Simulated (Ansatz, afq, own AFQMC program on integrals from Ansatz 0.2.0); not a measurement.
AFQMC on a folder of integrals that Ansatz 0.2.0 wrote.

```yaml
crystal:
  periodic: [false, false, false]
  atoms:
    - {symbol: B, position_ang: [-1.340434, 0.000000, 0.000000]}
    - {symbol: H, position_ang: [-1.937168, 1.033571, 0.000000]}
    - {symbol: H, position_ang: [-1.937168, -1.033571, 0.000000]}
    - {symbol: H, position_ang: [0.084566, 0.000000, 0.000000]}
    - {symbol: B, position_ang: [1.347566, 0.000000, 0.000000]}
    - {symbol: H, position_ang: [1.856639, 0.000000, 1.077008]}
    - {symbol: H, position_ang: [1.856639, 0.000000, -1.077008]}
basis:
  gaussian: {orbitals: cc-pVDZ}
magnetization: {spin_polarized: true, initial_magnetization: 1}
correlation: {method: ccsd_t, electrons: outside_noble_gas, hamiltonian_folder: ham}
```

```sh
$ ansatz run in.yaml --threads 1 --pin off --events-out ev --progress --plain --max-ram 16896MiB --backend cuda --devices 0, --max-vram 18GiB
```

Options of the walk:

```
--method phaseless --trial cisd --walkers 4000 --populations 20 --least-time 60 --time-step 0.005 --steps-per-block 50 --equilibration-blocks 28 --max-blocks 4000 --target-error 0.0002 --factor-cut 1e-05 --start spin_pure --seed 2091 --release-times 0.24,0.51,0.99,1.62,2.4 --release-step 0.03 --release-every 3 --taylor-order 6
```

Times are imaginary, in 1/Eh. The walk had a cap of 167 s. With eight or more populations the least sampling time is a fifth of least-time, and the error comes from their spread.

Log:

```
orbitals 51  electrons 6 5  factors 397 of 476
reference energy -52.09987387 Eh
CCSD correlation -0.21924801 Eh in 11 cycles, weight of the determinant in the CISD state 0.8903
energy of the start -52.318576 Eh
 block  time / (1/Eh)  mean weight  energy / Eh
     1     0.250  0.9999  -52.315582
     2     0.500  1.0002  -52.316875
     3     0.750  0.9998  -52.318663
     4     1.000  0.9998  -52.320064
     5     1.250  0.9998  -52.321454
     8     2.000  0.9999  -52.322464
    11     2.750  0.9997  -52.324020
    14     3.500  0.9998  -52.324690
    17     4.250  1.0001  -52.324674
    20     5.000  1.0002  -52.324217
    23     5.750  0.9998  -52.324246
    26     6.500  1.0000  -52.324529
    29     7.250  0.9999  -52.324202
    32     8.000  1.0000  -52.324170
    35     8.750  0.9999  -52.324567
    38     9.500  1.0000  -52.324448
    39     9.750  1.0000  -52.323655
    41    10.250  0.9999  -52.324266
    44    11.000  1.0002  -52.324196
    47    11.750  0.9999  -52.324374
    50    12.500  1.0002  -52.323655
    53    13.250  1.0000  -52.323837
    56    14.000  0.9999  -52.324202
    59    14.750  1.0002  -52.323871
    62    15.500  1.0001  -52.324427
    65    16.250  1.0003  -52.324151
    68    17.000  1.0001  -52.324463
    71    17.750  1.0000  -52.324840
    74    18.500  1.0001  -52.324739
    77    19.250  0.9998  -52.324308
    78    19.500  0.9998  -52.324519
error from the spread of 20 populations
released: time / (1/Eh)  energy / Eh  error  mean overlap
  0.24  -52.324511  0.000060  0.9996
  0.51  -52.324618  0.000058  0.9976
  0.99  -52.324718  0.000056  0.9923
  1.62  -52.324565  0.000080  0.9956
  2.40  -52.324700  0.000084  0.9933
energy -52.324312 +/- 0.000084 Eh
(rows thinned)
```

The run passed its tests (sampling time, drift between the halves within three errors, error under three times the target), which doesn't prove that it has relaxed. The second half of the sampling lies below the first by 1.8 errors of their difference, so the energy may still be moving and its error bar be too small.

Against this walk (error 2.3 meV) on the same determinant: CCSD(T) 20.4 meV higher, CCSDT(Q) 10.1 meV lower. The error is statistical and leaves out the bias of the constraint. Released to 2.40 1/Eh the energy lies 11 ± 3 meV (both errors) below the phaseless value, which shows part or all of the bias of the constraint, and CCSDT(Q) lies 0.5 meV above the released value.

Cautions: constraint bias not in the error.

The walk took 110 s on 1 × NVIDIA H100 80GB HBM3 with 2 threads of AMD EPYC 7R13 Processor (Zen 3), on a shared host (the card was shared). The log's last line is the phaseless energy.

CCSDT and higher add their correlation energy to the determinant of the CCSD(T) run, since their own runs factorise the integrals more tightly (a shift of under 2 meV). A walk keeps the symmetry of its determinant, which the program's search chose and which needn't be the lowest solution, so a lower state of the same spin and another symmetry isn't excluded.
